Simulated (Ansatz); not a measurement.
# Abstraction of H: CH2F2 + SiH(OH)(SiH3) → CHF2 + SiH2(OH)(SiH3)

Species: CH2F2 (difluoromethane) `FCF`, singlet; SiH(OH)(SiH3), doublet; CHF2 (difluoromethyl radical) `F[CH]F`, doublet; SiH2(OH)(SiH3) (disilanol), singlet. A radical takes H: the energy is the difference in strength between the C–H bond broken and the Si–H bond made.

Shapes, held fixed at every level: PBE0-D4/def2-TZVP. Flexible molecules stand in one conformer, not always the lowest. Programs: Ansatz 0.2.0. The zero-point and thermal change to 298 K, harmonic and unscaled (PBE0-D4/def2-TZVP), is -11.8 kJ/mol.

Question: Estimate ΔH(298 K) of this reaction.

Answer: The highest level, CCSD(T)/CBS estimate, gives ΔH(298 K) = +51.3 kJ/mol; the levels span +28.7 to +51.3. The column of differences is taken from that level and isn't an error. No measured value is set beside it here. Open shells run unrestricted. The CBS estimate extrapolates MP2 from def2-TZVPP and def2-QZVPP and adds CCSD(T) − MP2 in the triple-zeta set, cores frozen.

```json
{"level": "MP2/def2-SVP", "kind": "perturbation theory", "ΔH(298 K) (kJ/mol)": "+49.8", "less CCSD(T)/CBS estimate": "-1.5"}
{"level": "HF/def2-SVP", "kind": "Hartree–Fock", "ΔH(298 K) (kJ/mol)": "+28.7", "less CCSD(T)/CBS estimate": "-22.6"}
{"level": "r2SCAN-D4/def2-TZVPP", "kind": "meta-GGA", "ΔH(298 K) (kJ/mol)": "+45.0", "less CCSD(T)/CBS estimate": "-6.3"}
{"level": "PBE0-D4/def2-TZVPP", "kind": "global hybrid", "ΔH(298 K) (kJ/mol)": "+51.0", "less CCSD(T)/CBS estimate": "-0.3"}
{"level": "wB97M-V/def2-TZVPP", "kind": "range-separated hybrid", "ΔH(298 K) (kJ/mol)": "+47.2", "less CCSD(T)/CBS estimate": "-4.1"}
{"level": "B2PLYP/def2-TZVPP", "kind": "double hybrid", "ΔH(298 K) (kJ/mol)": "+47.6", "less CCSD(T)/CBS estimate": "-3.7"}
{"level": "CCSD(T)/CBS estimate", "kind": "coupled cluster or CI", "ΔH(298 K) (kJ/mol)": "+51.3", "less CCSD(T)/CBS estimate": "0.0"}
```
